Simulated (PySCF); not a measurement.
HS, charge -1, multiplicity 1. Atoms are numbered in the order given.

```xyz
2

S      0.0000     0.0000    -0.0793
H      0.0000     0.0000     1.2684
```
Charge -1, spin multiplicity 1.

Geometry optimised at B3LYP-D3(BJ)/def2-TZVPD. The spin state was assumed, not searched.

All values below come from PBE0/def2-TZVPD (PySCF).

The molecule is in vacuum.

Estimate the frontier levels, gap, dipole moment and polarisability. (Estimate from the structure and the level; the computed values follow.)


```json
{
 "highest_occupied_level": "-0.10 eV",
 "lowest_empty_level": "4.67 eV",
 "orbital_gap": "4.78 eV",
 "dipole_moment_about_the_centre_of_nuclear_charge": "0.54 D",
 "mean_static_polarisability": "50.3 bohr³ (7.45 Å³)",
 "polarisability_principal_values": "41.9, 54.4, 54.4 bohr³"
}
```
